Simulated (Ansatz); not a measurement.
## How basis sets differ on CH6Si (SMILES C[SiH3])

CH6Si has 8 atoms, charge 0, and is taken as a singlet. SMILES: `C[SiH3]`. The shape is that of a PBE0-D4/def2-TZVP optimisation.

Each level gives the electronic atomisation energy (eV). The values are calculated. Electronic energies at fixed atoms, without zero-point motion or spin-orbit coupling.

| level | kind | program | value (eV) |
| --- | --- | --- | --- |
| B2PLYP/STO-3G | double hybrid | Ansatz | 33.60 |
| B2PLYP/def2-SV(P) | double hybrid | Ansatz | 25.90 |
| B2PLYP/def2-SVP | double hybrid | Ansatz | 26.66 |
| B2PLYP/def2-TZVP | double hybrid | Ansatz | 26.82 |
| B2PLYP/def2-TZVPP | double hybrid | Ansatz | 27.00 |
| B2PLYP/def2-QZVP | double hybrid | Ansatz | 27.11 |

The values span 25.90 to 33.60 eV. Without the sets that lack polarisation functions the rows with a basis span only 25.90 to 27.11 eV.
